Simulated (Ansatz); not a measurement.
# AlBH (doublet): r2SCAN, B97M-V over a scan of the distance Al2–H3, 6-31G

How well do these functionals follow the top wave-function level for AlBH (doublet) over a scan of the distance Al2–H3?

Computed with Ansatz 0.2.0, Gaussian basis. Level: 6-31G, all electrons in the functionals.

Plan: r2SCAN, B97M-V, at 1.305 Å; 1.435 Å; 1.601 Å; 1.792 Å; 1.994 Å; 2.161 Å; 2.606 Å; 3.019 Å; 3.467 Å; 4.336 Å; 5.429 Å.

22 further runs of the same task are left out: 4 for a known fault of the program, 13 that didn't finish, 5 set aside as unsound or not needed.

### Step 1. The system

The geometry derives from a PBE0/def2-TZVP stationary point (not a proven minimum). One bond is set to the value named and the two fragments are kept rigid.

3 atoms, charge 0, spin multiplicity 2.

Atoms are counted from 1 here; the program's logs count them from 0.

Bond lengths: B1–Al2 2.077 Å, Al2–H3 1.601 Å. Angles: B1–Al2–H3 125.0°.

No dispersion term is added; B97M-V holds VV10 nonlocal correlation.

The geometry shown and the zero of energy belong to the point 1.601 Å. The yardstick, FCI, and other wave-function levels (R restricted, U unrestricted, valence and pair active spaces) come from earlier runs.

### Step 2. r2SCAN, 1.305 Å

File in.yaml:

```yaml
crystal:
  periodic: [false, false, false]
  atoms:
    - {symbol: B, position_ang: [0.000000, -0.144564, 1.510823]}
    - {symbol: Al, position_ang: [0.000000, 0.091041, -0.552426]}
    - {symbol: H, position_ang: [0.000000, -0.886501, -1.416970]}
basis:
  gaussian: {orbitals: 6-31G}
magnetization: {spin_polarized: true, initial_magnetization: 1}
hamiltonian: {xc: {name: r2SCAN}}
output: {forces: true}
```

On the command line:

```sh
ansatz run in.yaml --threads 1 --pin off --events-out ev --progress --plain --max-ram 2393MiB
```

After this run come: r2SCAN, 1.435 Å; r2SCAN, 1.601 Å; r2SCAN, 1.792 Å; r2SCAN, 1.994 Å; r2SCAN, 2.161 Å; r2SCAN, 2.606 Å; r2SCAN, 3.019 Å; r2SCAN, 3.467 Å; r2SCAN, 4.336 Å; r2SCAN, 5.429 Å; B97M-V, 1.305 Å; B97M-V, 1.435 Å; B97M-V, 1.601 Å; B97M-V, 1.792 Å; B97M-V, 1.994 Å; B97M-V, 2.161 Å; B97M-V, 2.606 Å; B97M-V, 3.019 Å; B97M-V, 3.467 Å; B97M-V, 4.336 Å; B97M-V, 5.429 Å.

**Question.** What will the summary of the whole plan be? Wanted: span of the FCI curve; largest miss, r2SCAN; largest miss, B97M-V.

The runs gave:

```
             quantity                     value
span of the FCI curve             41.4 kcal/mol
 largest miss, r2SCAN  +13.7 kcal/mol (5.429 Å)
 largest miss, B97M-V  +15.4 kcal/mol (3.467 Å)
```

In words: Of the functionals, r2SCAN keep the smallest largest miss at the points compared (at most 13.7 kcal/mol) and B97M-V strays most (15.4 kcal/mol, at 3.467 Å). r2SCAN, B97M-V clearly break the spin symmetry at some points (⟨S²⟩ up to 1.30 above the pure value), so energy there is bought with a mixed spin. Functionals and the yardstick converge differently with the basis, so part of each miss in 6-31G is the basis.
